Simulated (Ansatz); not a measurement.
## One element changed: bond dissociation energies of HON, HOP

Ansatz 0.2.0, functionals in def2-QZVPP, HF, MP2 and coupled cluster extrapolated from def2-TZVPP and def2-QZVPP (exp(−7.88 √X), X^−2.97); geometries are PBE0/def2-TZVP minima. Wave-function levels freeze the cores; HF, MP2 and coupled cluster are restricted for singlets and unrestricted otherwise, atoms included (their steps beyond CCSDT(Q) come from restricted open-shell runs), Kohn–Sham unrestricted where that lies lower. The best estimate adds to that CCSD(T) limit the step from CCSD(T) to the highest level run in a smaller set (CCSDTQ/cc-pVDZ, full CI/cc-pVDZ). It lacks core correlation, which semilocal and hybrid functionals hold and which counts in their errors here, (a few kJ/mol in atomization energies of light atoms) is good to about 1 kcal/mol where the step is under 0.06 eV, as here, and is no measured value. An error is the level's value less this estimate. Energies are electronic, without zero-point terms. No spin–orbit coupling and no scalar relativity. B2PLYP's MP2 part freezes the cores and isn't at its limit in this set. CCSD(T)'s error is that step with its sign reversed, by construction, and steps from double-zeta sets run high. The species are chosen: bound, without strong static correlation by their natural occupations or amplitudes, in their lowest spin state as far as vertical gaps and like structures tell, and with a ladder that closes on the reference, so errors are smaller than for species at large; levels whose determinant breaks symmetry or spin markedly are left out.

```
     species                              bonds (Å)                              quantity  symmetry of the states                                   reference  value (kJ/mol)  error CCSD(T)  error PBE  error B97M-V  error PBE0  error B2PLYP
HON, triplet  N–O 1.310, O–H 0.972, angle at O 109°  O–N bond energy, to OH (doublet) + N                 A'' / Π  limit + step to CCSDTQ and full CI/cc-pVDZ           302.3           -1.9       72.2           8.3        28.0          13.6
HOP, triplet  O–P 1.634, O–H 0.963, angle at O 115°  O–P bond energy, to OH (doublet) + P                 A'' / Π  limit + step to CCSDTQ and full CI/cc-pVDZ           370.0           -1.2       29.2           9.9         5.9           6.9
```

The reference rises from N to P, by 67.7 kJ/mol in all.
